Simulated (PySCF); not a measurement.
**PF: energy against distance**

Set-up: P def2-TZVPPD, F def2-TZVPPD; no relativity (PySCF 2.14). Energies in eV from P + F in their ground configurations at the same level. All curves are PBE0. state 1: ³Σ⁻ (triplet), unpaired electrons π ↑↑; state 2: Ms = 0 determinant of mixed spin (⟨S²⟩ near 1.0), unpaired electrons π ↑↓, a mixture of terms (⟨Lz²⟩ = 2.0), a second solution, started from another occupation; state 3: singlet, one real π or δ orbital doubly filled, a mixture of terms (⟨Lz²⟩ = 2.0), a second solution, started from another occupation; state 4: quintet, unpaired electrons σ ↑↑, π ↑↑, a second solution, started from another occupation.

```json
{"R (Å)": "1.374", "state 1": "-3.512", "state 2": "-3.210", "state 3": "-2.055", "state 4": "4.3632"}
{"R (Å)": "1.438", "state 1": "-4.192", "state 2": "-3.887", "state 3": "-2.724", "state 4": "3.5789"}
{"R (Å)": "1.502", "state 1": "-4.561", "state 2": "-4.253", "state 3": "-3.083", "state 4": "3.0474"}
{"R (Å)": "1.550", "state 1": "-4.690", "state 2": "-4.380", "state 3": "-3.203", "state 4": "2.7563"}
{"R (Å)": "1.598", "state 1": "-4.724", "state 2": "-4.413", "state 3": "-3.229", "state 4": "2.5258"}
{"R (Å)": "1.646", "state 1": "-4.687", "state 2": "-4.373", "state 3": "-3.184", "state 4": "2.3344"}
{"R (Å)": "1.710", "state 1": "-4.555", "state 2": "-4.239", "state 3": "-3.041", "state 4": "2.1147"}
{"R (Å)": "1.790", "state 1": "-4.300", "state 2": "-3.981", "state 3": "-2.773", "state 4": "1.8687"}
{"R (Å)": "1.886", "state 1": "-3.917", "state 2": "-3.594", "state 3": "-2.373", "state 4": "1.5907"}
{"R (Å)": "2.014", "state 1": "-3.346", "state 2": "-3.017", "state 3": "-1.781", "state 4": "1.2411"}
```

Problem. Put a parabola through the three lowest points of the state 1 curve and estimate Re, k and ωe (reduced mass 11.78 u; 1 eV/Å² = 0.16022 mdyn/Å; ωe = 1302.8·√(k/μ) cm⁻¹).

Solution. Through R = 1.55, 1.598, 1.646 Å the second-order coefficient is 15.4 eV/Å², so Re ≈ 1.597 Å, k ≈ 4.94 mdyn/Å and ωe ≈ 843 cm⁻¹. A polynomial fit of higher order to the unrounded PBE0 energies gives Re = 1.595 Å, k = 5.07 mdyn/Å, ωe = 855 cm⁻¹; anharmonicity and rounding make the difference.

The higher-order fit for each curve: state 1: Re = 1.595 Å, ωe = 855 cm⁻¹, De = 4.72 eV; state 2: Re = 1.594 Å, ωe = 857 cm⁻¹, minimum 4.41 eV below the ground-state fragments; state 3: Re = 1.590 Å, ωe = 868 cm⁻¹, minimum 3.23 eV below the ground-state fragments. State 4 gave no clean fit.

The state was picked by a PBE0 search and need not be the measured ground state.
